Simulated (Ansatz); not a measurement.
For trigonal Te, rVV10 (Ansatz, a quantum-chemistry and plane-wave program, plane waves, PAW) gives:

```
Quantity               Value
-------------------  -------
lattice constant a   4.521 Å
lattice parameter c  6.022 Å
```

Question: What does PBE0 (Ansatz, plane waves, PAW) give for the same quantities?

Answer: 
- lattice constant a: 4.733 Å (increases by 4.7 %)
- lattice parameter c: 5.776 Å (decreases by 4.1 %)

For comparison: lattice constant a 4.456 Å (measured, 293 K, no zero-point or thermal correction; as tabulated in Wikipedia's data pages); lattice parameter c 5.928 Å (measured, 293 K, no zero-point or thermal correction; as tabulated in Wikipedia's data pages).

Changes are worked out from the printed values.

Unless a cell is named, each level is at its own relaxed cell (rVV10 35.54, PBE0 37.35 Å³/atom).

Caveats: the cell comes from a level without a dispersion term, which matters for the spacing of layers, chains or molecules (PBE0). Ansatz's density-functional and Hartree–Fock values are scalar-relativistic unless marked +SOC, with PAW data made under PBE.
